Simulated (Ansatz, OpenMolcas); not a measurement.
# Worked example: the enthalpy of formation of MgO (magnesium oxide)

MgO has 2 atoms, charge 0, and is taken as a singlet. SMILES: `[O]=[Mg]`. Geometry: relaxed at PBE0-D4/def2-TZVP.

```xyz
2

O     0.0000    0.0000   -0.0453
Mg    0.0000    0.0000    1.6873
```

Total energies at revPBE/aug-cc-pVTZ (OpenMolcas 26.06); the atoms run unrestricted:

```tsv
species	state	energy (Eh)
MgO	singlet	-275.195982
O	triplet	-75.069293
Mg	singlet	-200.029740
```

Harmonic wavenumbers at PBE0-D4/def2-TZVP, in cm⁻¹: 830.

Measured heats of formation of the gaseous atoms at 298.15 K, in kJ/mol: O 249.2, Mg 147.1. Spin-orbit lowering of the atoms at 298 K (mean of the ground term's levels less their thermal mean, from spectra), in kJ/mol: O 0.40. Take 1 Eh = 2625.50 kJ/mol, 1 cm⁻¹ = 0.0119627 kJ/mol, RT = 2.479 kJ/mol.

Problem. Work out the heat of formation of the gas at 298 K.

Solution. 
1. Electronic atomisation energy: (-75.069293) + (-200.029740) − (-275.195982) = 0.096949 Eh = 254.5 kJ/mol.
2. Zero-point energy: half the sum of the wavenumbers, 415 cm⁻¹ = 5.0 kJ/mol.
3. Thermal vibrational enthalpy, Σ hcν̃/(exp(hcν̃/kT) − 1): 0.2 kJ/mol. Translation, rotation and pV of a linear molecule: 3.5 RT = 8.7 kJ/mol.
4. The 2 free atoms carry 5/2 RT each: 12.4 kJ/mol.
5. Spin-orbit coupling lowers the free atoms by 0.40 = 0.4 kJ/mol.
6. Atomisation enthalpy at 298 K: 254.5 − 0.4 − 5.0 − 0.2 − 8.7 + 12.4 = 252.6 kJ/mol.
7. Sum of the atoms' heats of formation: 396.3 kJ/mol. Heat of formation: 396.3 − 252.6 = +143.7 kJ/mol.

No measured value is set beside it here. Anharmonicity and any spin-orbit splitting of the molecule are left out.
